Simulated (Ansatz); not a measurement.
# Scan of [Br···H···Cl], doublet

Starting geometry:

```xyz
3

Br    0.0000    0.0000   -1.6505
H     0.0000    0.0000   -0.2299
Cl    0.0000    0.0000    1.8805
```

From there H2 is moved from one fragment to the other while all else, the fragments' distance too, stays fixed, so the hump isn't the reaction's barrier; atoms are numbered as listed. Energies are in kJ/mol, counted from the starting geometry at the same level.

Basis cc-pVTZ; Ansatz 0.2.0. Only valence electrons are correlated (noble-gas cores and the filled d shells of p-block atoms frozen). Prefix R: restricted or restricted open-shell reference; prefix U: unrestricted. Active spaces: valence = (15e, 9o) chosen from the atoms' valence shells. No spin–orbit coupling is included, and no scalar relativity.

Unrestricted rows (U) aren't spin-pure: their determinants' ⟨S²⟩ exceeds S(S+1) by up to 0.12, so they mix in states of higher spin. Coupled cluster chose its determinant by trial CCSD, here up to 0.08 eV above the lowest Hartree–Fock solution of its kind, and MP2 stands on that determinant too. Runs in a small pair space aren't shown, since their orbitals change along the scan. A value is left out where its run failed or describes another state than the reference as far as symmetry and spin tell, or, spin-broken singlets apart, can't be checked. The reference follows the lowest state, whose symmetry changes from Π to Σ⁺ or Δ between 1.421 and 1.529, from Σ⁺ or Δ to Π between 1.746 and 1.964.

Full CI isn't at hand for all of this; UCCSDT(Q) serves as the reference, and is uncertain by about the last step of the cluster series. The frozen core follows each run's orbitals, which can shift R against U totals by a few meV for light atoms and by up to 0.1 eV past Ca.

```
distance Br1-H2 (Å)  UCCSDT(Q)  error RMP2  error UMP2  error UCCSD(T)  error RCCSDT  error RCCSDT(Q)  error NEVPT2 (valence space)
              1.421        0.0         0.0         0.0             0.0           0.0              0.0                           0.0
              1.529       13.5         4.6         5.2             0.4           0.2              0.0                             –
              1.746       50.0        15.6        21.6             1.9           0.9              0.0                           0.5
              1.964       17.1        -2.7        -3.5             0.5           0.7              0.2                          -3.3
              2.181      -51.3        -3.8        -4.6            -0.1           0.3              0.2                          -3.2
```

Errors are those of relative energies. In total energy the starting point itself misses UCCSDT(Q) by: RMP2 140.3, UMP2 143.0, UCCSD(T) 4.1, RCCSDT 1.3, RCCSDT(Q) 0.1, NEVPT2 (valence space) 236.4 kJ/mol.

Spread of the error over the points with a reference, to 2.181 Å (largest less smallest): RCCSDT(Q) 0.2, RCCSDT 0.9, UCCSD(T) 2.0, NEVPT2 (valence space) 3.8 (4 of 5 points), RMP2 19.5, UMP2 26.1 kJ/mol.
